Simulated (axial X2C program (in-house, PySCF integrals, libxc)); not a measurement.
## Spin–orbit effects along a row: molecules with Na (ions), HF

All values come from calculations with an axial X2C code built on PySCF integrals, spin-free (one-electron X2C) or two-component (2c: spin–orbit coupling with atomic mean-field Coulomb and Gaunt terms, which also bring small scalar terms), in Dyall basis sets with cores contracted in-house; open shells are unrestricted.

Basis sets: Al dyall-v3z, Mg dyall-v3z, Na dyall-cv3z, Na dyall-v3z, P dyall-v3z, S dyall-av3z, Si dyall-v3z.

```json
{"molecule": "NaMg⁺", "spin-free state": "M_S = 0, Λ = 0", "Re (Å)": "3.321", "ωe (cm⁻¹)": "140.7", "De (eV)": "0.52", "2c state": "Ω = 0", "Re 2c (Å)": "3.321", "ωe 2c (cm⁻¹)": "140.7", "De 2c (eV)": "0.52"}
{"molecule": "NaAl⁺", "spin-free state": "M_S = 1/2, Λ = 0", "Re (Å)": "3.427", "ωe (cm⁻¹)": "135.7", "De (eV)": "0.87", "2c state": "Ω = 1/2", "Re 2c (Å)": "3.427", "ωe 2c (cm⁻¹)": "135.7", "De 2c (eV)": "0.87"}
{"molecule": "NaSi⁺", "spin-free state": "M_S = 1, Λ = 1", "Re (Å)": "3.200", "ωe (cm⁻¹)": "142.9", "De (eV)": "0.38", "2c state": "Ω = 2", "Re 2c (Å)": "3.200", "ωe 2c (cm⁻¹)": "142.8", "De 2c (eV)": "0.37"}
{"molecule": "NaP⁺", "spin-free state": "M_S = 3/2, Λ = 0", "Re (Å)": "3.119", "ωe (cm⁻¹)": "119.8", "De (eV)": "0.21", "2c state": "Ω = 3/2", "Re 2c (Å)": "3.119", "ωe 2c (cm⁻¹)": "119.8", "De 2c (eV)": "0.21"}
{"molecule": "NaS⁺", "spin-free state": "M_S = 1, Λ = 0", "Re (Å)": "2.903", "ωe (cm⁻¹)": "169.5", "De (eV)": "0.49", "2c state": "Ω = 1", "Re 2c (Å)": "2.904", "ωe 2c (cm⁻¹)": "169.3", "De 2c (eV)": "0.49"}
```

Fragments in 2c: Mg + Na+, Al + Na+, Si + Na+, P + Na+, S + Na+. Each entry is the lowest single determinant of a limited PBE0 search at one distance. De goes to single-determinant-based atoms at the same level (for ions the charge split of lowest energy) and is withheld (n/a) where an atom does not fit its ground term or J level. Main or longest-lived isotopes. One determinant is a doubtful description, or other states lie close, for NaSi⁺, NaP⁺, NaS⁺; these need not be ground states, and all values refer to the states named. Some open-shell Ω = 0 determinants are out of reach, so the Ω given for NaSi⁺, NaS⁺ need not be the lowest component. With several unpaired electrons the Ω given is that of one determinant, not necessarily of the lowest component. Some light 2c atoms are not at their ground J level, so De misses part of their lowering (0.04 eV or less). Where the atoms have a lower orbital projection than the molecule, De at mean-field level may be about a tenth of an eV too small.
